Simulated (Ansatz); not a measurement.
Born–Oppenheimer molecular dynamics of CH₄BO (7 atoms, charge 0, multiplicity 2). It starts at the highest image of a converged band, a first-order saddle point between two minima.

Level of theory: UKS PBE-D4/6-31G* (Ansatz 0.2.0).

| Property | Result |
| --- | --- |
| ensemble | NVE (velocity Verlet) |
| time step | 0.5 fs |
| steps asked | 200 |
| starting velocities drawn for | 100 K |
| seed | 10014 |

First frame:

```xyz
7
Properties=species:S:1:pos:R:3
C -0.598 0.767 -0.251
B 0.458 -0.275 -0.219
O 1.397 -0.597 0.733
H -0.776 -0.732 -0.421
H -1.136 1.009 -1.174
H -0.969 1.286 0.650
H 1.685 -1.525 0.637
```

Question: What does the run give?

Answer: The run went to its last step.

```
steps done                                               : 200
time covered                                             : 100 fs
mean temperature over the second half                    : 1000 K
spread of the potential energy over the second half      : 28.9 meV per atom
mean potential energy of the second half above the start : -83.3 meV per atom
```

The conserved energy stayed within 0.6 meV per atom of its start (net change -0.35 meV per atom), so the integration is sound. The system heated up, since it started high on the potential surface and ran downhill. A run of 0.1 ps of so small a system gives no equilibrium averages.

Question: What happens to the structure?

Answer: The step under study would form B2–H4 and break C1–H4. These pairs go: B2–H4 1.33 → 2.16 Å, C1–H4 1.52 → 1.05 Å. In the last frame they stand as before the step (other bonds may differ from the relaxed reactants and products). It ends as one piece, CH4BO. Pairs count as bonded within 1.25 times the sum of covalent radii (0.12 Å more for H–H). This is one draw of velocities; another would differ in detail.

Question: How do temperature and energy run in time?

Answer: 
| time (fs) | T (K) | potential energy less start (eV) | conserved less start (meV/atom) |
| --- | --- | --- | --- |
| 0.0 | 100 | 0.000 | 0.00 |
| 8.0 | 39 | 0.039 | 0.04 |
| 16.0 | 511 | -0.265 | 0.07 |
| 24.0 | 1699 | -1.035 | -0.17 |
| 32.0 | 1212 | -0.718 | 0.06 |
| 40.0 | 1025 | -0.599 | -0.17 |
| 48.0 | 1165 | -0.689 | -0.04 |
| 56.0 | 782 | -0.441 | -0.03 |
| 64.0 | 1002 | -0.585 | -0.23 |
| 72.0 | 1399 | -0.840 | -0.07 |
| 80.0 | 1056 | -0.619 | -0.17 |
| 88.0 | 1002 | -0.587 | -0.51 |
| 96.0 | 607 | -0.327 | 0.04 |

The run took 2.6 min on 1 thread of Intel(R) Xeon(R) 6975P-C (Granite Rapids), with other jobs on the host, peak memory 0.21 GiB.
